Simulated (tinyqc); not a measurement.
ROHF in the sto-3g basis, for OH+, spin multiplicity 3, step by step (part 2 of 2). This run ends on a higher stationary point, not on the lowest solution. Computed by tinyqc, a small Python program that keeps every step (integrals from PySCF). Command: `OMP_NUM_THREADS=1 python tinyqc.py 28964 28965 out.jsonl` (the two numbers bound the seeds that draw the settings). One thread of a shared host (Intel(R) Xeon(R) Processor @ 2.60GHz), about 0.06 s of CPU time with the checks.

Geometry (angstrom):
```
atom         x         y         z
O     0.000000  0.000000  0.000000
H     0.000000  0.000000  1.780000
```

## Iteration 3: building the Fock matrix

D(alpha) after iteration 2, order 1O 1s, 1O 2s, 1O 2px, 1O 2py, 1O 2pz, 2H 1s:
```
[[1.059720, -0.252881, 0.001707, 0.001376, 0.004588, 0.015822],
 [-0.252881, 1.071710, -0.010889, -0.008775, -0.030497, -0.091011],
 [0.001707, -0.010889, 0.962576, -0.030159, -0.158956, 0.121953],
 [0.001376, -0.008775, -0.030159, 0.975696, -0.128096, 0.098277],
 [0.004588, -0.030497, -0.158956, -0.128096, 0.340837, 0.389615],
 [0.015822, -0.091011, 0.121953, 0.098277, 0.389615, 0.633312]]
```

D(beta) after iteration 2, order 1O 1s, 1O 2s, 1O 2px, 1O 2py, 1O 2pz, 2H 1s:
```
[[1.058306, -0.246277, -0.009342, -0.007686, -0.011000, -0.013450],
 [-0.246277, 1.040831, 0.039419, 0.028465, 0.044242, 0.046468],
 [-0.009342, 0.039419, 0.823910, -0.305864, -0.202737, -0.076213],
 [-0.007686, 0.028465, -0.305864, 0.115336, 0.077501, 0.030374],
 [-0.011000, 0.044242, -0.202737, 0.077501, 0.052688, 0.021357],
 [-0.013450, 0.046468, -0.076213, 0.030374, 0.021357, 0.009473]]
```

core Hamiltonian H = T + V (hartree), order 1O 1s, 1O 2s, 1O 2px, 1O 2py, 1O 2pz, 2H 1s:
```
[[-31.912546, -7.421460, 0.000000, 0.000000, -0.004489, -0.262643],
 [-7.421460, -8.541076, 0.000000, 0.000000, -0.056655, -0.740451],
 [0.000000, 0.000000, -6.740208, 0.000000, 0.000000, 0.000000],
 [0.000000, 0.000000, 0.000000, -6.740208, 0.000000, 0.000000],
 [-0.004489, -0.056655, 0.000000, 0.000000, -6.763594, -0.640606],
 [-0.262643, -0.740451, 0.000000, 0.000000, -0.640606, -2.842206]]
```

Two-electron integrals (ij|kl) in chemists' order, unique and non-zero (hartree):
```
(11|11) 4.785065   (21|11) 0.741380   (21|21) 0.136873   (22|11) 1.118947
(22|21) 0.256633   (22|22) 0.817206   (31|31) 0.024477   (32|31) 0.037809
(32|32) 0.180518   (33|11) 1.115814   (33|21) 0.256684   (33|22) 0.817023
(33|33) 0.880159   (41|41) 0.024477   (42|41) 0.037809   (42|42) 0.180518
(43|43) 0.047444   (44|11) 1.115814   (44|21) 0.256684   (44|22) 0.817023
(44|33) 0.785270   (44|44) 0.880159   (51|51) 0.024477   (52|51) 0.037809
(52|52) 0.180518   (53|53) 0.047444   (54|54) 0.047444   (55|11) 1.115814
(55|21) 0.256684   (55|22) 0.817023   (55|33) 0.785270   (55|44) 0.785270
(55|55) 0.880159   (61|11) 0.026298   (61|21) 0.004818   (61|22) 0.008993
(61|33) 0.008980   (61|44) 0.008980   (61|51) 0.000207   (61|52) 0.000393
(61|55) 0.009019   (61|61) 0.000172   (62|11) 0.082643   (62|21) 0.019275
(62|22) 0.070656   (62|33) 0.069462   (62|44) 0.069462   (62|51) 0.001411
(62|52) 0.012147   (62|55) 0.072971   (62|61) 0.000692   (62|62) 0.008654
(63|31) 0.001768   (63|32) 0.011187   (63|53) 0.002394   (63|63) 0.001092
(64|41) 0.001768   (64|42) 0.011187   (64|54) 0.002394   (64|64) 0.001092
(65|11) 0.070399   (65|21) 0.016600   (65|22) 0.065039   (65|33) 0.062503
(65|44) 0.062503   (65|51) 0.002699   (65|52) 0.020614   (65|55) 0.070040
(65|61) 0.000612   (65|62) 0.009687   (65|65) 0.011793   (66|11) 0.296936
(66|21) 0.070275   (66|22) 0.296064   (66|33) 0.288910   (66|44) 0.288910
(66|51) 0.004434   (66|52) 0.054995   (66|55) 0.310272   (66|61) 0.002517
(66|62) 0.052202   (66|65) 0.067872   (66|66) 0.774606
```

nuclear repulsion = 2.37832454 hartree

J_ij = sum D_kl (ij|kl) with D = D(alpha) + D(beta), K_ij = sum D_kl (ik|jl) for each spin; F = H + J - K(s); E = tr D H + tr D J / 2 - 0.5 sum_s tr D(s) K(s) + E_nn.

Coulomb J (hartree), order 1O 1s, 1O 2s, 1O 2px, 1O 2py, 1O 2pz, 2H 1s:
```
[[15.649950, 2.872515, 0.001945, 0.001635, 0.005669, 0.101344],
 [2.872515, 6.750168, 0.010746, 0.009510, 0.055690, 0.574719],
 [0.001945, 0.010746, 6.802170, -0.031885, -0.034102, -0.001021],
 [0.001635, 0.009510, -0.031885, 6.736179, -0.004185, 0.000457],
 [0.005669, 0.055690, -0.034102, -0.004185, 6.689607, 0.530340],
 [0.101344, 0.574719, -0.001021, 0.000457, 0.530340, 2.688159]]
```

exchange K(alpha) (hartree), order 1O 1s, 1O 2s, 1O 2px, 1O 2py, 1O 2pz, 2H 1s:
```
[[4.898568, 0.829241, 0.000051, 0.000041, 0.000774, 0.032332],
 [0.829241, 1.305177, -0.000524, -0.000423, 0.006786, 0.131764],
 [0.000051, -0.000524, 1.110539, -0.025114, -0.124451, 0.024191],
 [0.000041, -0.000423, -0.025114, 1.121465, -0.100290, 0.019494],
 [0.000774, 0.006786, -0.124451, -0.100290, 0.650611, 0.201152],
 [0.032332, 0.131764, 0.024191, 0.019494, 0.201152, 0.548689]]
```

exchange K(beta) (hartree), order 1O 1s, 1O 2s, 1O 2px, 1O 2py, 1O 2pz, 2H 1s:
```
[[4.865387, 0.780126, 0.000137, -0.000055, 0.000582, 0.027610],
 [0.780126, 1.054733, 0.030424, 0.028581, 0.046328, 0.101580],
 [0.000137, 0.030424, 0.929419, -0.254697, -0.173768, -0.032180],
 [-0.000055, 0.028581, -0.254697, 0.339379, 0.066507, 0.016051],
 [0.000582, 0.046328, -0.173768, 0.066507, 0.291053, 0.032827],
 [0.027610, 0.101580, -0.032180, 0.016051, 0.032827, 0.026359]]
```

F(alpha) (hartree), order 1O 1s, 1O 2s, 1O 2px, 1O 2py, 1O 2pz, 2H 1s:
```
[[-21.161164, -5.378186, 0.001895, 0.001594, 0.000406, -0.193632],
 [-5.378186, -3.096085, 0.011271, 0.009933, -0.007751, -0.297496],
 [0.001895, 0.011271, -1.048577, -0.006771, 0.090349, -0.025211],
 [0.001594, 0.009933, -0.006771, -1.125493, 0.096105, -0.019038],
 [0.000406, -0.007751, 0.090349, 0.096105, -0.724597, -0.311418],
 [-0.193632, -0.297496, -0.025211, -0.019038, -0.311418, -0.702736]]
```

F(beta) (hartree), order 1O 1s, 1O 2s, 1O 2px, 1O 2py, 1O 2pz, 2H 1s:
```
[[-21.127983, -5.329071, 0.001809, 0.001690, 0.000598, -0.188909],
 [-5.329071, -2.845642, -0.019678, -0.019071, -0.047293, -0.267312],
 [0.001809, -0.019678, -0.867457, 0.222812, 0.139666, 0.031160],
 [0.001690, -0.019071, 0.222812, -0.343408, -0.070692, -0.015594],
 [0.000598, -0.047293, 0.139666, -0.070692, -0.365040, -0.143094],
 [-0.188909, -0.267312, 0.031160, -0.015594, -0.143094, -0.180406]]
```

total energy of this density = -73.80531546 hartree

## Iteration 3: Roothaan effective Fock matrix

overlap S, order 1O 1s, 1O 2s, 1O 2px, 1O 2py, 1O 2pz, 2H 1s:
```
[[1.000000, 0.236704, 0.000000, 0.000000, 0.000000, 0.008301],
 [0.236704, 1.000000, 0.000000, 0.000000, 0.000000, 0.117814],
 [0.000000, 0.000000, 1.000000, 0.000000, 0.000000, 0.000000],
 [0.000000, 0.000000, 0.000000, 1.000000, 0.000000, 0.000000],
 [0.000000, 0.000000, 0.000000, 0.000000, 1.000000, 0.124542],
 [0.008301, 0.117814, 0.000000, 0.000000, 0.124542, 1.000000]]
```

With projectors Pc = D(beta) S, Po = (D(alpha) - D(beta)) S, Pv = 1 - D(alpha) S, the block xy is Px^T F Py; with Fc = (F(alpha) + F(beta))/2, the blocks are Fc for cc, oo, vv and cv, F(beta) for co and F(alpha) for ov.

effective F (hartree), order 1O 1s, 1O 2s, 1O 2px, 1O 2py, 1O 2pz, 2H 1s:
```
[[-21.144587, -5.353441, 0.001013, 0.000712, -0.000666, -0.193324],
 [-5.353441, -2.970253, -0.006252, -0.009464, -0.028673, -0.283866],
 [0.001013, -0.006252, -0.957671, 0.108907, 0.118390, 0.001152],
 [0.000712, -0.009464, 0.108907, -0.734226, 0.015525, -0.016132],
 [-0.000666, -0.028673, 0.118390, 0.015525, -0.530813, -0.221503],
 [-0.193324, -0.283866, 0.001152, -0.016132, -0.221503, -0.455273]]
```

## Iteration 3: DIIS over 3 matrices

error matrix X^T (FDS - SDF) X:
```
[[0.000000, -0.030277, 0.002374, -0.041343, -0.061613, -0.011085],
 [0.030277, 0.000000, 0.012091, -0.015977, -0.069349, 0.001751],
 [-0.002374, -0.012091, 0.000000, 0.000000, 0.005498, 0.010046],
 [0.041343, 0.015977, 0.000000, 0.000000, -0.011367, 0.014570],
 [0.061613, 0.069349, -0.005498, 0.011367, 0.000000, 0.011244],
 [0.011085, -0.001751, -0.010046, -0.014570, -0.011244, 0.000000]]
```

B (overlaps of the stored error matrices):
```
[[5.3453664e+02, 2.2186281e+00, -9.6275583e-02],
 [2.2186281e+00, 8.8814572e-02, -1.9055249e-02],
 [-9.6275583e-02, -1.9055249e-02, 2.4726893e-02]]
```

Minimise |sum c_i e_i|^2 with sum c_i = 1: solve [B -1; -1 0][c; lambda] = [0; -1] with B_ij = tr e_i^T e_j, and take F = sum c_i F_i.

DIIS coefficients: [-0.001124, 0.306187, 0.694937]

extrapolated F (hartree), order 1O 1s, 1O 2s, 1O 2px, 1O 2py, 1O 2pz, 2H 1s:
```
[[-20.972507, -5.318128, 0.000892, 0.001347, -0.002323, -0.191403],
 [-5.318128, -2.876246, -0.008122, -0.017520, -0.035960, -0.275350],
 [0.000892, -0.008122, -0.864244, 0.104840, 0.100479, 0.000917],
 [0.001347, -0.017520, 0.104840, -0.641058, 0.004604, -0.019085],
 [-0.002323, -0.035960, 0.100479, 0.004604, -0.495400, -0.199014],
 [-0.191403, -0.275350, 0.000917, -0.019085, -0.199014, -0.465368]]
```

## Iteration 3: diagonalisation and new density

X, order 1O 1s, 1O 2s, 1O 2px, 1O 2py, 1O 2pz, 2H 1s:
```
[[-0.701299, 0.402815, 0.000000, 0.000000, -0.355846, 0.528291],
 [0.807870, -0.168626, 0.000000, 0.000000, -0.177325, 0.601952],
 [0.000000, 0.000000, 0.894899, 0.446269, 0.000000, 0.000000],
 [0.000000, 0.000000, -0.446269, 0.894899, 0.000000, 0.000000],
 [0.198321, 0.718077, 0.000000, 0.000000, 0.660859, 0.155843],
 [-0.426172, -0.648359, 0.000000, 0.000000, 0.556959, 0.344264]]
```

Diagonalise F' = X^T F X, C = X C', fill 5 alpha and 3 beta electrons from the bottom; D(s) = C_occ C_occ^T. Each column has its largest component positive (the first on a tie).

F' = X^T F X (hartree):
```
[[-6.171899, 3.895836, 0.013752, 0.000095, -3.990317, 6.473849],
 [3.895836, -2.980942, 0.057026, 0.049866, 2.835252, -4.820640],
 [0.013752, 0.057026, -0.903534, -0.026052, 0.063098, 0.017343],
 [0.000095, 0.049866, -0.026052, -0.601768, 0.025924, -0.008882],
 [-3.990317, 2.835252, 0.063098, 0.025924, -3.784704, 5.561815],
 [6.473849, -4.820640, 0.017343, -0.008882, 5.561815, -10.557232]]
```

orbital energies (hartree): [-20.979394, -1.620786, -0.926708, -0.614534, -0.563587, -0.295070]

coefficients C, order 1O 1s, 1O 2s, 1O 2px, 1O 2py, 1O 2pz, 2H 1s:
```
[[0.995212, -0.261264, -0.004181, -0.004688, 0.026719, 0.018383],
 [0.019520, 1.023346, 0.018415, 0.025284, -0.126945, -0.100826],
 [-0.000037, 0.004463, 0.914130, 0.209362, 0.319015, -0.136908],
 [-0.000050, 0.018710, -0.334199, 0.871511, 0.347013, -0.089507],
 [0.000299, 0.031597, -0.217590, -0.385326, 0.576510, -0.697713],
 [-0.001288, 0.034741, -0.050103, -0.177626, 0.601327, 0.796146]]
```

D(alpha) after iteration 3, order 1O 1s, 1O 2s, 1O 2px, 1O 2py, 1O 2pz, 2H 1s:
```
[[1.059460, -0.251524, 0.002517, 0.001645, 0.010162, 0.006750],
 [-0.251524, 1.064712, -0.013804, -0.009025, -0.054594, -0.046222],
 [0.002517, -0.013804, 0.981256, -0.012254, -0.095522, 0.108998],
 [0.001645, -0.009025, -0.012254, 0.991989, -0.062450, 0.071261],
 [0.010162, -0.054594, -0.095522, -0.062450, 0.529184, 0.427114],
 [0.006750, -0.046222, 0.108998, 0.071261, 0.427114, 0.396864]]
```

D(beta) after iteration 3, order 1O 1s, 1O 2s, 1O 2px, 1O 2py, 1O 2pz, 2H 1s:
```
[[1.058724, -0.248014, -0.005026, -0.003541, -0.007048, -0.010149],
 [-0.248014, 1.047958, 0.021400, 0.012992, 0.028334, 0.034604],
 [-0.005026, 0.021400, 0.835654, -0.305418, -0.198765, -0.045646],
 [-0.003541, 0.012992, -0.305418, 0.112039, 0.073310, 0.017395],
 [-0.007048, 0.028334, -0.198765, 0.073310, 0.048344, 0.011999],
 [-0.010149, 0.034604, -0.045646, 0.017395, 0.011999, 0.003719]]
```

## Iteration 23 (converged): orbitals

converged F (hartree), order 1O 1s, 1O 2s, 1O 2px, 1O 2py, 1O 2pz, 2H 1s:
```
[[-20.799840, -5.282000, 0.000000, 0.000000, -0.004754, -0.190538],
 [-5.282000, -2.778790, 0.000003, -0.000001, -0.068809, -0.300008],
 [0.000000, 0.000003, -0.786850, 0.102201, -0.000018, -0.000015],
 [0.000000, -0.000001, 0.102201, -0.538734, 0.000006, 0.000005],
 [-0.004754, -0.068809, -0.000018, 0.000006, -0.517227, -0.186241],
 [-0.190538, -0.300008, -0.000015, 0.000005, -0.186241, -0.414977]]
```

As before.

F' = X^T F X (hartree):
```
[[-6.050529, 3.849537, 0.000006, 0.000001, -4.012339, 6.440412],
 [3.849537, -2.956322, -0.000004, -0.000001, 2.791776, -4.803602],
 [0.000006, -0.000004, -0.819067, -0.037596, -0.000022, -0.000007],
 [0.000001, -0.000001, -0.037596, -0.506516, -0.000003, -0.000001],
 [-4.012339, 2.791776, -0.000022, -0.000003, -3.726345, 5.499771],
 [6.440412, -4.803602, -0.000007, -0.000001, 5.499771, -10.460408]]
```

orbital energies (hartree): [-20.806941, -1.532179, -0.823526, -0.566270, -0.502058, -0.288214]

coefficients C, order 1O 1s, 1O 2s, 1O 2px, 1O 2py, 1O 2pz, 2H 1s:
```
[[0.995127, -0.259944, 0.000003, 0.035031, 0.000000, 0.026888],
 [0.019855, 1.015642, -0.000014, -0.154541, 0.000000, -0.138104],
 [0.000000, -0.000001, 0.941228, -0.000086, 0.337771, -0.000007],
 [0.000000, 0.000000, -0.337771, 0.000031, 0.941228, 0.000003],
 [0.000452, 0.067336, 0.000073, 0.837817, 0.000000, -0.556340],
 [-0.001279, 0.066983, 0.000048, 0.445535, 0.000000, 0.909792]]
```

D(alpha) after iteration 23, order 1O 1s, 1O 2s, 1O 2px, 1O 2py, 1O 2pz, 2H 1s:
```
[[1.059075, -0.249665, 0.000000, 0.000000, 0.012296, -0.003077],
 [-0.249665, 1.055806, -0.000001, 0.000000, -0.061079, -0.000848],
 [0.000000, -0.000001, 1.000000, 0.000000, -0.000004, 0.000007],
 [0.000000, 0.000000, 0.000000, 1.000000, 0.000001, -0.000002],
 [0.012296, -0.061079, -0.000004, 0.000001, 0.706472, 0.377787],
 [-0.003077, -0.000848, 0.000007, -0.000002, 0.377787, 0.202990]]
```

D(beta) after iteration 23, order 1O 1s, 1O 2s, 1O 2px, 1O 2py, 1O 2pz, 2H 1s:
```
[[1.057848, -0.244251, 0.000003, -0.000001, -0.017054, -0.018684],
 [-0.244251, 1.031923, -0.000014, 0.000005, 0.068398, 0.068005],
 [0.000003, -0.000014, 0.885911, -0.317920, 0.000068, 0.000045],
 [-0.000001, 0.000005, -0.317920, 0.114089, -0.000025, -0.000016],
 [-0.017054, 0.068398, 0.000068, -0.000025, 0.004534, 0.004510],
 [-0.018684, 0.068005, 0.000045, -0.000016, 0.004510, 0.004488]]
```

## Convergence

Stop when the energy changes by less than 1e-09 hartree and every element of the error matrix X^T (F D S - S D F) X is below 9e-06.

Course of the cycle:
```
iteration   E (hartree)     change  largest element of the error matrix
1          -61.43911496          -                             1.25e+01
2          -73.78068366  -1.23e+01                             1.52e-01
3          -73.80531546  -2.46e-02                             6.93e-02
4          -73.83944525  -3.41e-02                             3.18e-02
5          -73.84974099  -1.03e-02                             1.58e-02
6          -73.85661126  -6.87e-03                             2.24e-02
7          -73.85750051  -8.89e-04                             2.03e-02
8          -73.85934367  -1.84e-03                             2.26e-02
9          -73.85149367   7.85e-03                             1.16e-02
10         -73.84961370   1.88e-03                             8.75e-03
11         -73.84986211  -2.48e-04                             5.25e-03
12         -73.85000531  -1.43e-04                             1.91e-03
13         -73.85003767  -3.24e-05                             1.36e-03
14         -73.85006097  -2.33e-05                             1.73e-03
15         -73.85001646   4.45e-05                             9.46e-04
16         -73.84999769   1.88e-05                             2.05e-04
17         -73.84999696   7.31e-07                             7.05e-05
18         -73.84999697  -4.08e-09                             6.61e-05
19         -73.84999701  -4.58e-08                             7.73e-05
20         -73.84999704  -2.62e-08                             8.45e-05
21         -73.84999695   8.74e-08                             4.70e-05
22         -73.84999692   2.87e-08                             1.03e-05
23         -73.84999692   6.19e-10                             3.81e-06
```

PySCF ROHF in the same basis = -73.92044161 hartree

Converged in 23 iterations. But the solution lies 0.07044 hartree above the reference: it is another stationary point, not the lowest one. Reruns (cap 100 unless said): DIIS 8: converged in 17 to a higher stationary point; atomic densities as start, DIIS 8: converged in 8.

## Populations, bond orders and dipole

Mulliken: Z minus the diagonal of D S on the atom; Loewdin: the same with S^(1/2) D S^(1/2); Mayer order: 2 sum_s sum (D(s) S)_ij (D(s) S)_ji over the two atoms.

Charges (e):
```
atom  Mulliken   Loewdin  Mulliken spin
1O    0.262822  0.271598       1.762992
2H    0.737178  0.728402       0.237008
```

Mayer bond orders:
```
pair     order
2-1   0.400396
```

dipole moment about the origin, x y z (debye): [0.000028, -0.000010, 6.248159]
